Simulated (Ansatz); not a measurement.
Basis-set extrapolation for C5H8, SMILES `C=C=CCC` (PBE0-D4/def2-TZVP geometry, frozen core, Ansatz 0.2.0). Multiplicity 1, RHF reference.

```tsv
	def2-TZVPP	def2-QZVPP
HF	-194.010062	-194.018791
MP2 correlation	-0.823106	-0.874864
CCSD(T) correlation	-0.908405	not run
```

Energies in hartree. Use E(X) = E(∞) + A·exp(−7.88·√X) for Hartree–Fock and E(X) = E(∞) + B·X^(−2.97) for correlation, with X = 3 and 4, and add CCSD(T) minus MP2 of the smaller set to the MP2 limit.

Question: What is the CCSD(T) energy at the basis-set limit?

Answer: HF limit: -194.018791 + (-0.008729) × 0.13774 = -194.01999. MP2 limit: -0.874864 + (-0.051758) × 0.74074 = -0.91320. Higher-order term: -0.908405 − (-0.823106) = -0.08530. Total: -195.01849 hartree, 262.6 kJ/mol below CCSD(T)/def2-TZVPP.
